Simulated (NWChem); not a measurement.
Correlation energy of Na₂

```xyz
2

Na     0.0000     0.0000     1.5547
Na     0.0000     0.0000    -1.5547
```
Charge 0, spin multiplicity 1.

Program: NWChem. Structure: optimised with PBE/def2-SVP, a minimum by its harmonic frequencies.

Basis set: cc-pVDZ. Each correlation energy counts from its own Hartree-Fock reference.

| method | correlation energy (mHa) | difference from CCSD(T) |
|---|---|---|
| SCS-MP2 | -23.4 | +5.9 |
| CCSD(T) | -29.3 | 0.0 |
| CR-CCSD(T) | -29.3 | 0.0 |
| CCSD+T(CCSD) | -29.3 | 0.0 |
| CR-CCSD[T] | -29.3 | 0.0 |
| MP2 | -20.2 | +9.1 |
| CCSD | -29.1 | +0.2 |

The values span 9.1 mHa, from CCSD+T(CCSD) (lowest) to MP2 (highest). 

The correlated methods keep 2 core orbitals frozen. The structure started from a generated list of species. Differences from the coupled-cluster row are differences between methods, not errors against experiment.
